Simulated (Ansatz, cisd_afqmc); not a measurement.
Species: C$_{2}$H, charge 0, doublet. C2H (SMILES C#[C], doublet).
B3LYP-D3(BJ)/def2-TZVP minimum from Ansatz (a quantum-chemistry and plane-wave program):
```xyz
3

C      0.0000     0.0000    -0.4720
C      0.0000     0.0000     0.7280
H      0.0000     0.0000    -1.5362
```
Charge 0, spin multiplicity 2.

Total energies in cc-pVTZ, 9 correlated electrons, 2 frozen orbitals. UHF or UKS for unpaired electrons; spin-orbit terms are left out. Correlated methods leave the cores frozen. No relativity. The Monte Carlo rows (phaseless AFQMC, CISD trial, step 0.005/hartree) carry one-sigma bars that omit the constraint's bias. Outlying blocks are dropped, and bars are widened where a walk drifts. Over all cases where full CI ran beside it in this data, AFQMC minus full CI had a median of +0.1 mEh and passed +0.4 mEh in a tenth of the cases. The UHF reference of C2H ([C]#C, doublet) is spin-contaminated (<S^2> up to 0.36 over the pure value in the sets run).

```
method         program        energy (Eh)  minus CCSDT(Q) (mEh)
----------  ----------  -----------------  --------------------
HF              Ansatz          -76.17745                292.25
MP2             Ansatz          -76.41968                 50.02
CCSD            Ansatz          -76.45254                 17.16
CCSD(T)         Ansatz          -76.46716                  2.54
CCSDT(Q)        Ansatz          -76.46970                  0.00
AFQMC/CISD  cisd_afqmc  -76.4681 ± 0.0004             1.6 ± 0.4
```
